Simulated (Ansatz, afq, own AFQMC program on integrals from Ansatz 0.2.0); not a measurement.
## Where AFQMC and coupled cluster stand for AlNH, doublet

```yaml
atoms:
  - { symbol: Al, position_ang: [0.0000, 0.0225, 0.5106] }
  - { symbol: N, position_ang: [0.0000, -0.0885, -0.8690] }
  - { symbol: H, position_ang: [0.0000, 0.6257, -1.5921] }
```

Connectivity, by distances: Al–NH.

Basis cc-pVDZ. Only valence electrons are correlated. Ansatz 0.2.0 and our own AFQMC program on the same integrals; the CISD trial comes from CCSD amplitudes, and released means the phaseless constraint is let go. Uncertainties: one standard error, sampling alone.

Determinant: UHF, the one that the program's search chose, which needn't be the lowest solution. The geometry is a point of a scan.

No full CI on the walks' own integrals is used here; CCSDT(Q) serves as the reference and is uncertain by about the last step of the cluster series.

```
T1 diagnostic                               : 0.0346
weight of the determinant in the CISD state : 0.885
⟨S²⟩ of the determinant                     : 0.768
size of the correlated space                : 9 electrons in 31 orbitals
```

Reference: CCSDT(Q), correlation energy -6.425 eV. The released energy is read at 2.40 1/Eh (meV from the phaseless value at times in 1/Eh: -15 ± 21 at 0.24, -38 ± 22 at 0.51, 3 ± 17 at 0.99, -52 ± 16 at 1.62, -34 ± 26 at 2.40).

```json
{"level": "HF", "E − E(reference) (mEh)": "236.13", "share of correlation (%)": "0.00"}
{"level": "MP2", "E − E(reference) (mEh)": "21.50", "share of correlation (%)": "90.89"}
{"level": "CCSD", "E − E(reference) (mEh)": "11.42", "share of correlation (%)": "95.16"}
{"level": "CCSD(T)", "E − E(reference) (mEh)": "2.11", "share of correlation (%)": "99.11"}
{"level": "CCSDT", "E − E(reference) (mEh)": "1.29", "share of correlation (%)": "99.45"}
{"level": "ph-AFQMC/CISD", "E − E(reference) (mEh)": "1.67 ± 0.59", "share of correlation (%)": "99.29"}
{"level": "released AFQMC", "E − E(reference) (mEh)": "0.43 ± 0.96", "share of correlation (%)": "99.82"}
```

A walk keeps the symmetry of its determinant, which the program's search chose and which needn't be the lowest solution, so a lower state of the same spin and another symmetry isn't excluded. Released energies are given only where the last usable release times agree within the noise; a slower fall can still hide under it.
